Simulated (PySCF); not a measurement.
F4HP.
SMILES: `F[PH](F)(F)F`

The closed-shell ground state was solved at several levels (PySCF, density fitting, gas phase, non-relativistic). Isolated species at its PBE0-D3(BJ)/def2-SVP geometry, gas phase.

```csv
level,basis functions,total energy (Eh),HOMO (eV),LUMO (eV),gap (eV),dipole (D)
PBE0/pcSseg-1,97,-740.8611,-10.81,0.50,11.31,1.62
PBE0/def2-SVPD,124,-740.5208,-10.90,0.19,11.09,1.55
```

Q: What might wB97X-D/pcSseg-2 (201 basis functions) give for the same quantities?

A: Total energy -741.5252 Eh, HOMO -12.80 eV, LUMO 2.33 eV, gap 15.13 eV, dipole 1.57 D.

Q: Over all these levels, which gives the widest orbital gap and which the narrowest?

A: wB97X-D/pcSseg-2 (range-separated hybrid) has the widest, 15.13 eV, and PBE0/def2-SVPD (global hybrid, 25 % exact exchange) the narrowest, 11.09 eV. Functional and basis both differ between the two, so the spread mixes both effects.

Q: How far do the dipole and the HOMO energy spread over the levels?

A: The dipole runs from 1.55 to 1.62 D (mean 1.58 D) and the HOMO from -12.80 to -10.81 eV.

wB97X-D is run here without its empirical dispersion term; that term would change no orbital, density or response property at a fixed geometry.
